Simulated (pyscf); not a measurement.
One four-centre exchange on the singlet surface with elements of a group swapped. ωB97M-D3(BJ)/def2-TZVP, kJ/mol, from the separated reactants. PySCF, gas phase, ωB97X-D3(BJ)/def2-SVP geometries.

| step | barrier | reaction energy | imaginary mode (i cm⁻¹) |
|---|---|---|---|
| H₃C–GaH–NH₂ + H₂ → H₃C–GaH₂ + NH₃ | 96.1 | +30.4 | 1352 |
| H₃C–AlH–NH₂ + H₂ → H₃C–AlH₂ + NH₃ | ? | ? | 1297 |
| H₃C–InH–NH₂ + H₂ → H₃C–InH₂ + NH₃ | 78.9 | -3.7 | 1290 |

Q: Fill in the missing entries.

A: 
- H₃C–AlH–NH₂ + H₂ → H₃C–AlH₂ + NH₃, barrier: 86.4
- H₃C–AlH–NH₂ + H₂ → H₃C–AlH₂ + NH₃, reaction energy: +80.8

Row 1: On the product side the descent ends in an adduct with a Ga–N contact (not fully relaxed), 98.1 kJ/mol under the separated species and 156.1 kJ/mol under the saddle at ωB97X-D3(BJ)/def2-TZVP. Row 2: On the product side the descent ends in an adduct with a Al–N contact, 127.9 kJ/mol under the separated species and 128.3 kJ/mol under the saddle at ωB97X-D3(BJ)/def2-TZVP. Row 3: On the product side the descent ends in an adduct with a In–N contact (not fully relaxed), 85.9 kJ/mol under the separated species and 157.9 kJ/mol under the saddle at ωB97X-D3(BJ)/def2-TZVP. Each row is the saddle that its search found. Elements up to Kr have no core potential and no relativistic terms here. Elements past Kr carry the def2 core potentials, without spin-orbit coupling.
